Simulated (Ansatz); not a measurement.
AlAs (zinc blende): values from a third-order Birch-Murnaghan fit to a volume scan beside measured ones. Computed values: PBE (plane waves to 420 eV, PAW, scalar-relativistic; Ansatz, a first-principles code). AlAs was relaxed with its symmetry unable to fall.

| quantity | reference | kind | PBE | difference |
|---|---|---|---|---|
| Lattice constant a (Å) | 5.649 | measured, corrected to the static lattice | 5.729 | +1.4 % |
| Bulk modulus B₀ (GPa) | 75 | measured, corrected to the static lattice | 66.9 | -10.8 % |

PBE overestimates the lattice constant a by 1.4 %. PBE underestimates the bulk modulus B₀ by 10.8 %.

References as given in: Daniel Mejia-Rodriguez, S. B. Trickey, Physical Review B (2018), arXiv:1807.09216.

(A scan under strain: stresses follow from slopes of the energy per volume, elastic moduli from its curvatures.)
